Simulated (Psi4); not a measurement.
# triplet CH5FSi at 3 levels

Aim: a comparison of 3 runs (UB3LYP/6-311+G**, UBHLYP/6-311+G**, UPBE0/6-311+G**) of triplet CH5FSi. 

The results are computed with Psi4 1.11.

1 further run of the same task is left out (it didn't finish).

## 1. The molecule

The species is CH5FSi (8 atoms), meant as a triplet with charge 0. As SMILES of the parent species, `C[SiH2]F`. The shape is that of a PBE0-D4/def2-TZVP optimisation. That shape belongs to the parent species and isn't relaxed for this state.

Bond lengths: C1–Si2 1.853 Å, Si2–F3 1.604 Å, C1–H4 1.092 Å, C1–H5 1.094 Å, C1–H6 1.092 Å, Si2–H7 1.485 Å, Si2–H8 1.485 Å. Some angles: C1–Si2–F3 109.4°, C1–Si2–H7 111.5°, C1–Si2–H8 111.5°, F3–Si2–H7 107.3°, F3–Si2–H8 107.3°, Si2–C1–H4 111.0°, Si2–C1–H5 110.1°, Si2–C1–H6 111.1°, H7–Si2–H8 109.7°, H4–C1–H5 108.1°.

## 2. A single-point energy at UB3LYP/6-311+G(d,p) (run 1)

Input file job.inp:

```
memory 1600 MB

molecule {
  0 3
  C     -0.521400     0.700300    -0.437000
  Si     0.448400    -0.642000     0.395200
  F      1.946500    -0.649600    -0.178800
  H     -0.562400     0.542500    -1.517100
  H     -1.546700     0.713200    -0.056500
  H     -0.077200     1.680300    -0.248400
  H      0.538700    -0.420800     1.860700
  H     -0.133700    -1.981200     0.126000
  symmetry c1
}

set basis 6-311+G**
set reference uks
set puream true
set e_convergence 1e-09
set d_convergence 1e-08
set scf_type pk
set dft_radial_points 99
set dft_spherical_points 590
set maxiter 200

e_tot, wfn = energy('b3lyp', return_wfn=True)
oeprop(wfn, 'QUADRUPOLE', 'WIBERG_LOWDIN_INDICES', 'DIPOLE', title='B3LYP')
```

Run with:

```console
psi4 -n 1 job.inp job.out
```

job.out:

```text
[...]
  Running in c1 symmetry.
[...]
  Nuclear repulsion =  115.959115419017664
[...]
  Multiplicity = 3
[...]
  Nalpha       = 18
  Nbeta        = 16
[...]
    Number of basis functions: 104
[...]
   @UKS iter   1:  -429.93119713398227    5.52037e-02   8.77841e-03 DIIS/ADIIS
[...]
   @UKS iter  20:  -430.30752218243344   -8.52651e-13   8.64047e-09 DIIS
[...]
   @S^2 Observed:                2.006847855E+00
[...]
    Orbital Energies [Eh]
    ---------------------
    Alpha Occupied:
       1A    -66.169667     2A    -24.702845     3A    -10.178495
       4A     -5.339599     5A     -3.701770     6A     -3.698492
       7A     -3.694982     8A     -1.223578     9A     -0.730301
      10A     -0.603310    11A     -0.506563    12A     -0.504982
      13A     -0.469646    14A     -0.443910    15A     -0.423177
      16A     -0.419500    17A     -0.362213    18A     -0.080225
    Alpha Virtual:
      19A     -0.018589    20A     -0.000088    21A      0.018456
      22A      0.022753    23A      0.044280    24A      0.047156
      25A      0.062939    26A      0.068602    27A      0.070545
[...]
  @UKS Final Energy:  -430.30752218243344
   => Energetics <=
    Nuclear Repulsion Energy =            115.9591154190176638
    One-Electron Energy =                -824.4314135151120126
    Two-Electron Energy =                 309.3610584568849049
    DFT Exchange-Correlation Energy =     -31.1962825432239761
    Empirical Dispersion Energy =           0.0000000000000000
    VV10 Nonlocal Energy =                  0.0000000000000000
    Total Energy =                       -430.3075221824334449
[...]
 Multipole Moments:
 ------------------------------------------------------------------------------------
     Multipole            Electronic (a.u.)      Nuclear  (a.u.)        Total (a.u.)
 ------------------------------------------------------------------------------------
 L = 1.  Multiply by 2.5417464519 to convert [e a0] to [Debye]
 Dipole X            :          5.2368951           -5.9361325           -0.6992374
 Dipole Y            :         -2.0832208            2.3560107            0.2727899
 Dipole Z            :         -0.1554911            0.1798230            0.0243319
 Magnitude           :                                                    0.7509589
 L = 2.  Multiply by 1.3450342976 to convert [e a0^2] to [Debye ang]
 Quadrupole XX       :       -137.7881184          112.0155615          -25.7725569
 Quadrupole XY       :         49.2984257          -48.5892456            0.7091801
[...]
```

It took 34 s on 1 thread of Intel Xeon 6975P-C (Granite Rapids), shared host; peak memory 0.68 GiB.

## 3. A single-point energy at UBHLYP/6-311+G(d,p) (run 2)

Input file run.py:

```python
import psi4

psi4.set_memory(1600000000)
psi4.set_num_threads(1)
psi4.set_output_file('ch5fsi.out', False)

molecule = psi4.geometry("""
0 3
C
Si 1 1.853332
F 2 1.604318 1 109.35404
H 1 1.092336 2 111.03954 3 60.14299
H 1 1.093703 4 108.09061 2 -120.80531
H 1 1.092375 4 108.39584 5 -116.93274
H 2 1.484848 3 107.27991 1 -121.11481
H 2 1.484845 7 109.70248 3 116.21273
units angstrom
symmetry c1
""")

options = {'reference': 'uks', 'puream': True, 'e_convergence': 1e-09, 'd_convergence': 1e-08, 'scf_type': 'pk', 'dft_radial_points': 99, 'dft_spherical_points': 590, 'maxiter': 200}
psi4.set_options(options)

E, wfn = psi4.energy('bhhlyp/6-311+G**', molecule=molecule, return_wfn=True)
psi4.oeprop(wfn, 'QUADRUPOLE', 'WIBERG_LOWDIN_INDICES', 'LOWDIN_CHARGES')
print('E =', round(E, 9))
for k, v in sorted(psi4.core.scalar_variables().items()):
    print(f'{k:45s} {v:18.10f}')
```

Run with:

```console
python run.py
```

ch5fsi.out:

```text
[...]
  Running in c1 symmetry.
[...]
  Nuclear repulsion =  115.959122124833655
[...]
  Multiplicity = 3
[...]
  Nalpha       = 18
  Nbeta        = 16
[...]
    Number of basis functions: 104
[...]
   @UKS iter   1:  -429.95905564612463   -1.35244e-01   7.01463e-03 DIIS/ADIIS
[...]
   @UKS iter  22:  -430.19954012830721   -6.40057e-11   7.14470e-09 DIIS
[...]
   @S^2 Observed:                2.014252500E+00
[...]
    Orbital Energies [Eh]
    ---------------------
    Alpha Occupied:
       1A    -67.204436     2A    -25.313621     3A    -10.582789
       4A     -5.673007     5A     -3.942026     6A     -3.938545
       7A     -3.934535     8A     -1.370861     9A     -0.827125
      10A     -0.689798    11A     -0.586046    12A     -0.583544
      13A     -0.548803    14A     -0.513727    15A     -0.484088
      16A     -0.482486    17A     -0.418242    18A     -0.104771
    Alpha Virtual:
      19A      0.008383    20A      0.024945    21A      0.039074
      22A      0.052231    23A      0.068712    24A      0.082461
      25A      0.091680    26A      0.093310    27A      0.098925
[...]
  @UKS Final Energy:  -430.19954012830721
   => Energetics <=
    Nuclear Repulsion Energy =            115.9591221248336552
    One-Electron Energy =                -824.5018235835998439
    Two-Electron Energy =                 298.2611650555847405
    DFT Exchange-Correlation Energy =     -19.9180037251257964
    Empirical Dispersion Energy =           0.0000000000000000
    VV10 Nonlocal Energy =                  0.0000000000000000
    Total Energy =                       -430.1995401283072056
[...]
 Multipole Moments:
 ------------------------------------------------------------------------------------
     Multipole            Electronic (a.u.)      Nuclear  (a.u.)        Total (a.u.)
 ------------------------------------------------------------------------------------
 L = 1.  Multiply by 2.5417464519 to convert [e a0] to [Debye]
 Dipole X            :          0.0003925           -0.0007644           -0.0003719
 Dipole Y            :         -3.7564258            4.2930627            0.5366369
 Dipole Z            :          4.2904852           -4.7318495           -0.4413643
 Magnitude           :                                                    0.6948250
 L = 2.  Multiply by 1.3450342976 to convert [e a0^2] to [Debye ang]
 Quadrupole XX       :        -34.8239781           16.1336417          -18.6903364
 Quadrupole XY       :          0.0007685           -0.0008085           -0.0000400
[...]
```

Standard output:

```text
E = -430.199540128
CURRENT ENERGY                                   -430.1995401283
CURRENT REFERENCE ENERGY                         -430.1995401283
DD SOLVATION ENERGY                                 0.0000000000
DFT FUNCTIONAL TOTAL ENERGY                      -430.1995401283
DFT TOTAL ENERGY                                 -430.1995401283
DFT VV10 ENERGY                                     0.0000000000
DFT XC ENERGY                                     -19.9180037251
GRID ELECTRONS ALPHA                               18.0000009273
GRID ELECTRONS BETA                                16.0000000812
GRID ELECTRONS TOTAL                               34.0000010085
NUCLEAR REPULSION ENERGY                          115.9591221248
ONE-ELECTRON ENERGY                              -824.5018235836
PCM POLARIZATION ENERGY                             0.0000000000
PE ENERGY                                           0.0000000000
SCF ITERATION ENERGY                             -430.1995401283
SCF ITERATIONS                                     22.0000000000
SCF TOTAL ENERGY                                 -430.1995401283
TWO-ELECTRON ENERGY                               298.2611650556
XC GRID RADIAL POINTS                              99.0000000000
XC GRID SPHERICAL POINTS                          590.0000000000
XC GRID TOTAL POINTS                           447832.0000000000
```

Run time: 34 s. Hardware: 1 thread of Intel Xeon 6975P-C (Granite Rapids), shared host; peak memory 0.67 GiB.

## 4. A single-point energy at UPBE0/6-311+G(d,p) (run 3)

Input file job.py:

```python
import psi4

psi4.set_memory(1600000000)
psi4.set_num_threads(1)
psi4.core.set_output_file('run.log', False)

mol = psi4.geometry("""
0 3
C     -0.98530320     1.32337521    -0.82581032
Si     0.84735319    -1.21320417     0.74681976
F      3.67835190    -1.22756609    -0.33788303
H     -1.06278197     1.02517642    -2.86690350
H     -2.92283940     1.34775267    -0.10676953
H     -0.14588686     3.17530681    -0.46940797
H      1.01799546    -0.79519675     3.51621340
H     -0.25265638    -3.74392540     0.23810549
units bohr
symmetry c1
""")

psi4.set_options({
    'basis': '6-311+G**',
    'reference': 'uks',
    'puream': True,
    'e_convergence': 1e-09,
    'd_convergence': 1e-08,
    'scf_type': 'pk',
    'dft_radial_points': 99,
    'dft_spherical_points': 590,
    'maxiter': 200,
})

result, w = psi4.energy("pbe0", return_wfn=True)
psi4.oeprop(w, "DIPOLE", "LOWDIN_CHARGES", "MAYER_INDICES")
print('E =', round(result, 9))
for k, v in sorted(psi4.core.scalar_variables().items()):
    print(f'{k:45s} {v:18.10f}')
```

Run with:

```console
python job.py
```

run.log:

```text
[...]
  Running in c1 symmetry.
[...]
  Nuclear repulsion =  115.959115480258006
[...]
  Multiplicity = 3
[...]
  Nalpha       = 18
  Nbeta        = 16
[...]
    Number of basis functions: 104
[...]
   @UKS iter   1:  -429.69297456887386   -2.49151e-03   7.98878e-03 ADIIS/DIIS
[...]
   @UKS iter  22:  -430.00805317851109    3.63798e-11   4.79860e-09 DIIS
[...]
   @S^2 Observed:                2.007775644E+00
[...]
    Orbital Energies [Eh]
    ---------------------
    Alpha Occupied:
       1A    -66.306229     2A    -24.785214     3A    -10.226728
       4A     -5.390043     5A     -3.728462     6A     -3.724885
       7A     -3.721229     8A     -1.247971     9A     -0.747063
      10A     -0.616620    11A     -0.516708    12A     -0.515697
      13A     -0.479135    14A     -0.451917    15A     -0.430556
      16A     -0.426404    17A     -0.368988    18A     -0.087555
    Alpha Virtual:
      19A     -0.012334    20A      0.005066    21A      0.022390
      22A      0.029446    23A      0.050117    24A      0.053144
      25A      0.069682    26A      0.075959    27A      0.075965
[...]
  @UKS Final Energy:  -430.00805317851109
   => Energetics <=
    Nuclear Repulsion Energy =            115.9591154802580064
    One-Electron Energy =                -824.5113434566151227
    Two-Electron Energy =                 307.5728134894187065
    DFT Exchange-Correlation Energy =     -29.0286386915726418
    Empirical Dispersion Energy =           0.0000000000000000
    VV10 Nonlocal Energy =                  0.0000000000000000
    Total Energy =                       -430.0080531785110907
[...]
 Multipole Moments:
 ------------------------------------------------------------------------------------
     Multipole            Electronic (a.u.)      Nuclear  (a.u.)        Total (a.u.)
 ------------------------------------------------------------------------------------
 L = 1.  Multiply by 2.5417464519 to convert [e a0] to [Debye]
 Dipole X            :          5.3192763           -5.9361325           -0.6168562
 Dipole Y            :         -2.1144172            2.3560106            0.2415934
 Dipole Z            :         -0.1596944            0.1798230            0.0201286
 Magnitude           :                                                    0.6627851
[...]
```

Standard output:

```text
E = -430.008053179
CURRENT ENERGY                                   -430.0080531785
CURRENT REFERENCE ENERGY                         -430.0080531785
DD SOLVATION ENERGY                                 0.0000000000
DFT FUNCTIONAL TOTAL ENERGY                      -430.0080531785
DFT TOTAL ENERGY                                 -430.0080531785
DFT VV10 ENERGY                                     0.0000000000
DFT XC ENERGY                                     -29.0286386916
GRID ELECTRONS ALPHA                               18.0000008760
GRID ELECTRONS BETA                                16.0000000731
GRID ELECTRONS TOTAL                               34.0000009491
NUCLEAR REPULSION ENERGY                          115.9591154803
ONE-ELECTRON ENERGY                              -824.5113434566
PCM POLARIZATION ENERGY                             0.0000000000
PE ENERGY                                           0.0000000000
SCF ITERATION ENERGY                             -430.0080531785
SCF ITERATIONS                                     22.0000000000
SCF TOTAL ENERGY                                 -430.0080531785
TWO-ELECTRON ENERGY                               307.5728134894
XC GRID RADIAL POINTS                              99.0000000000
XC GRID SPHERICAL POINTS                          590.0000000000
XC GRID TOTAL POINTS                           447830.0000000000
```

Wall time 35 s (1 thread of Intel Xeon 6975P-C (Granite Rapids), shared host); peak memory 0.67 GiB.

## 5. The series

| run | level | energy (Eh) | dipole moment (D) | HOMO energy (eV) | ⟨S²⟩ | wall time |
| --- | --- | --- | --- | --- | --- | --- |
| 1 | UB3LYP/6-311+G** | -430.307522 | 1.91 | -2.18 | 2.007 | 34 s |
| 2 | UBHLYP/6-311+G** | -430.199540 | 1.77 | -2.85 | 2.014 | 34 s |
| 3 | UPBE0/6-311+G** | -430.008053 | 1.68 | -2.38 | 2.008 | 35 s |

## 6. Outcome

| quantity | value |
| --- | --- |
| run 3: total energy | -430.00805 Eh |
| run 3: dipole moment | 1.68 D |
| run 3: HOMO energy (highest over α and β) | -2.38 eV |
| run 3: ⟨S²⟩ | 2.008 |

What this shows: The dipole moment (its size) runs from 1.68 D (UPBE0/6-311+G**) to 1.91 D (UB3LYP/6-311+G**). Totals of different functionals can't be ranked against each other. All runs together took 1.7 min, the longest 35 s.
